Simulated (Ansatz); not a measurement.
Reaction: SiN2H5Cl (SMILES N[SiH](N)Cl) → SiNH3Cl (SMILES N[SiH]Cl, doublet) + NH2 (SMILES [NH2], doublet) (the N-Si bond breaks)
Each species at its own B3LYP-D3(BJ)/def2-TZVP minimum (Ansatz, an electronic-structure program), one conformer.

Total energies in hartree (Ansatz). UHF or UKS for unpaired electrons; spin-orbit terms are left out. Correlated methods leave the cores frozen. No relativity.

```tsv
species	HF/cc-pV(T+d)Z	CCSD(T)/cc-pV(T+d)Z	HF/cc-pV(Q+d)Z	CCSD(T)/cc-pV(Q+d)Z	CCSD(T)/cc-pV(D+d)Z	CCSDT(Q)/cc-pV(D+d)Z
1: SiN2H5Cl (SMILES N[SiH](N)Cl)	-860.45873	-861.26980	-860.47546	-861.34439	-861.01729	-861.01957
2: SiNH3Cl (SMILES N[SiH]Cl, doublet)	-804.73361	-805.29520	-804.74560	-805.34915	-805.11586	-805.11778
3: NH2 (SMILES [NH2], doublet)	-55.58579	-55.79359	-55.59045	-55.81078	-55.73272	-55.73328
```

**Question.** Work out the bond dissociation energy (electronic) in kcal/mol: take Hartree-Fock from cc-pV(Q+d)Z, extrapolate the CCSD(T) correlation energy as X^-3 (X = 3, 4), and add CCSDT(Q) - CCSD(T) in cc-pV(D+d)Z. 1 hartree = 627.51 kcal/mol.

**Answer.** 
Species 1: correlation (64·(-0.86893) - 27·(-0.81107))/37 = -0.91115; step -0.00228; E1 = -860.47546 + (-0.91115) + (-0.00228) = -861.38889
Species 2: correlation (64·(-0.60355) - 27·(-0.56159))/37 = -0.63417; step -0.00192; E2 = -804.74560 + (-0.63417) + (-0.00192) = -805.38169
Species 3: correlation (64·(-0.22033) - 27·(-0.20780))/37 = -0.22947; step -0.00056; E3 = -55.59045 + (-0.22947) + (-0.00056) = -55.82048
-1·E1 +1·E2 +1·E3 = 0.18672 hartree = 117.2 kcal/mol.
